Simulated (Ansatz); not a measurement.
The cluster Li2F⁺. Total charge 1; singlet. Geometry PBE0-D4/def2-TZVP, basis def2-TZVP, Ansatz.

```xyz
3

Li   -0.9412    1.3657   -0.0038
Li    0.9411   -1.3657    0.0038
F     0.0000    0.0000    0.0000
```

```csv
run,HOMO (eV),LUMO (eV)
A,-16.76,-4.53
B,-13.44,-4.47
C,-13.11,-5.43
D,-15.08,-4.84
E,-13.37,-5.26
F,-18.04,-3.65
```

LC-ωPBE has ω = 0.4 bohr⁻¹. The structure comes from a short search, and lower isomers may exist.

Q: The runs used CAM-B3LYP, LC-ωPBE, LDA (SPW92), PBE, PBE0, r2SCAN. Estimate which is which.

A: A CAM-B3LYP (range-separated); B r2SCAN (0 % exact exchange); C PBE (0 % exact exchange); D PBE0 (25 % exact exchange); E LDA (SPW92) (0 % exact exchange); F LC-ωPBE (range-separated). Exact exchange lowers occupied and raises empty levels; among semilocal functionals meta-GGAs tend to open the gap a little, and such runs are hard to tell apart. The gap grows from 7.67 eV (PBE) to 14.39 eV (LC-ωPBE).
